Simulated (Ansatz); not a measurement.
# Sulfur hexafluoride (SF₆): a ladder of functionals and wavefunction methods

The task here is to estimate one member of a computed series from the others.

The runs use Ansatz 0.2.0, Gaussian basis; functionals in def2-TZVPP, the program's frozen cores in correlated methods.

Plan: LDA (SPW92), PBE-D4, revPBE-D4, BLYP-D4, r2SCAN-D4, B97M-V, PBE0-D4, B3LYP-D4, r2SCANh-D4, r2SCAN0-D4, HSE06-D4, BHLYP-D4, CAM-B3LYP-D4, LC-ωPBE, ωB97X-V, ωB97M-V, B2PLYP, PBE-QIDH; CCSD(T)/def2-SVP; CCSD(T)/def2-TZVPP; MP2/def2-QZVPP; extrapolation to the limit; RPA on PBE.

### The relaxed structure

An earlier PBE0-D4 in a triple-zeta def2 set relaxation fixed the geometry.

SMILES `FS(F)(F)(F)(F)F`, 7 atoms, charge 0, spin multiplicity 1.

Atoms are counted from 1 here; the program's logs count them from 0.

Bond lengths: F1–S2 1.565 Å, S2–F3 1.565 Å, S2–F4 1.565 Å, S2–F5 1.565 Å, S2–F6 1.565 Å, S2–F7 1.565 Å. Angles: F1–S2–F3 90.0°, F1–S2–F4 90.0°, F1–S2–F5 180.0°, F1–S2–F6 90.0°, F1–S2–F7 90.0°, F3–S2–F4 180.0°, F3–S2–F5 90.0°, F3–S2–F6 90.0°, F3–S2–F7 90.0°, F4–S2–F5 90.0°, F4–S2–F6 90.0°, F4–S2–F7 90.0°, F5–S2–F6 90.0°, F5–S2–F7 90.0°, F6–S2–F7 180.0°.

The first run:

in.yaml reads:

```yaml
crystal:
  periodic: [false, false, false]
  atoms:
    - {symbol: F, position_ang: [-0.566043, -1.308394, 0.646139]}
    - {symbol: S, position_ang: [-0.000000, 0.000004, -0.000000]}
    - {symbol: F, position_ang: [1.164639, 0.012533, 1.045590]}
    - {symbol: F, position_ang: [-1.164597, -0.012545, -1.045637]}
    - {symbol: F, position_ang: [0.565994, 1.308430, -0.646119]}
    - {symbol: F, position_ang: [-0.879255, 0.858880, 0.969041]}
    - {symbol: F, position_ang: [0.879262, -0.858899, -0.969014]}
basis:
  gaussian: {orbitals: def2-TZVPP}
hamiltonian: {xc: lda}
output: {orbitals: {seedname: orbitals}}
```

Launch:

```console
$ ansatz run in.yaml --threads 4 --pin off --events-out ev --progress --plain --max-ram 10444MiB
```

Steps of the session up to this table: LDA; PBE-D4 (GGA); revPBE-D4 (GGA); BLYP-D4 (GGA); r2SCAN-D4 (meta-GGA); B97M-V (meta-GGA); B3LYP-D4 (hybrid); r2SCANh-D4 (hybrid); r2SCAN0-D4 (hybrid); HSE06-D4 (hybrid); BHLYP-D4 (hybrid); CAM-B3LYP-D4 (range-separated); LC-ωPBE (range-separated); ωB97X-V (range-separated); ωB97M-V (range-separated); B2PLYP (double hybrid); PBE-QIDH (double hybrid).

One table of the session follows, with a row left open; its other results are not shown here.

It belongs to the step «Orbital energies across the functionals». 

| functional | HOMO (eV) | gap (eV) |
| --- | --- | --- |
| LDA (SPW92) | -10.35 | 7.59 |
| PBE-D4 | -10.06 | 7.69 |
| revPBE-D4 | -9.95 | 7.75 |
| BLYP-D4 | -10.03 | 7.64 |
| r2SCAN-D4 | -10.67 | 8.64 |
| B97M-V | -10.86 | 9.04 |
| PBE0-D4 | -12.37 | 11.32 |
| B3LYP-D4 | -12.05 | 10.53 |
| r2SCANh-D4 | -11.52 | 9.96 |
| r2SCAN0-D4 | ? | ? |
| HSE06-D4 | -11.95 | 10.52 |
| BHLYP-D4 | -14.69 | 14.97 |
| CAM-B3LYP-D4 | -13.98 | 14.04 |
| LC-ωPBE | -15.18 | 16.74 |
| ωB97X-V | -14.92 | 16.42 |
| ωB97M-V | -14.90 | 16.28 |

Estimate the missing values for r2SCAN0-D4.

Worked estimate for «HOMO (eV)». Against the share of exact exchange, r2SCAN-D4 (0, -10.67), r2SCANh-D4 (0.1, -11.52) give a slope of -8.50 per unit share; at 0.25 the line stands at -12.79.

The run gave: HOMO (eV): -12.81; gap (eV): 11.96. In «HOMO (eV)» the line misses by +0.02.
